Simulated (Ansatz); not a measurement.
in.yaml

```yaml
crystal:
  periodic: [false, false, false]
  atoms:
    - {symbol: Mn, position_ang: [0.000285, 0.002852, 0.428823]}
    - {symbol: N, position_ang: [-0.000548, -0.013290, -1.394439]}
    - {symbol: H, position_ang: [0.047416, 0.878525, -2.012656]}
    - {symbol: H, position_ang: [-0.055361, -0.849301, -1.982853]}
basis:
  gaussian: {orbitals: def2-SVP}
total_charge: 1
magnetization: {spin_polarized: false, initial_magnetization: 5}
correlation: {method: ccsdt_q, electrons: outside_noble_gas}
```

```sh
$ ansatz run in.yaml --threads 1 --pin off --events-out ev --progress --plain --max-ram 2393MiB
```

Output:

```
1094 factors; integrals over basis functions are off by at most 2.4e-7 eV
mean field evaluation 1: about -32784.0079 eV, gradient 4.8e1 eV
mean field evaluation 2: about -32784.1274 eV, gradient 4.8e1 eV
mean field evaluation 4: about -32789.8061 eV, gradient 5.9e0 eV
mean field evaluation 8: about -32789.9396 eV, gradient 7.9e-1 eV
mean field evaluation 16: about -32789.9437 eV, gradient 1.8e-6 eV
mean field evaluation 32: about -32785.3462 eV, gradient 3.8e-1 eV
mean field evaluation 64: about -32786.5265 eV, gradient 1.6e0 eV
mean field evaluation 96: about -32784.8591 eV, gradient 1.4e-3 eV
mean field evaluation 128: about -32784.4152 eV, gradient 5.5e-3 eV
mean field evaluation 160: about -32780.8522 eV, gradient 4.4e1 eV
...
mean field -32789.94368715 eV, -1205.0082046806 hartree, gradient 1.8e-6 eV, S^2 8.750000; 1 other end points of the search recorded, 0 dependent functions left out
...
10 core orbitals not correlated: weight in the atoms' cores, before any rotation towards them, 0.999 or more for the frozen orbitals, at most 0.000 for the correlated occupied ones
reference -32789.94368715 eV, -1205.0082046806 hartree; 9, 4 occupied and 36, 41 virtual orbitals, 1094 factors
second order -6.84358546 eV of doubles, -0.05674635 eV of singles
...
cycle  18  -7.70551138 eV  change   -1.0e-5 eV  update   1.6e-5
cycle  19  -7.70552292 eV  change   -1.2e-5 eV  update   1.2e-5
cycle  20  -7.70553204 eV  change   -9.1e-6 eV  update   8.4e-6
cycle  21  -7.70553755 eV  change   -5.5e-6 eV  update   6.2e-6
cycle  22  -7.70553934 eV  change   -1.8e-6 eV  update   5.1e-6
cycle  23  -7.70553712 eV  change    2.2e-6 eV  update   4.1e-6
cycle  24  -7.70553746 eV  change   -3.4e-7 eV  update   3.3e-6
cycle  25  -7.70553724 eV  change    2.2e-7 eV  update   2.5e-6
cycle  26  -7.70553741 eV  change   -1.7e-7 eV  update   1.7e-6
cycle  27  -7.70553777 eV  change   -3.6e-7 eV  update   1.2e-6
perturbative correction -0.01487879 eV, -0.0005467853 hartree
Total energy: -32797.66410371 eV, -1205.2919247560 hartree
```

Ran on 1 thread of AMD EPYC 7B13, shared host: 2.3 min wall, 0.98 GiB peak host memory.
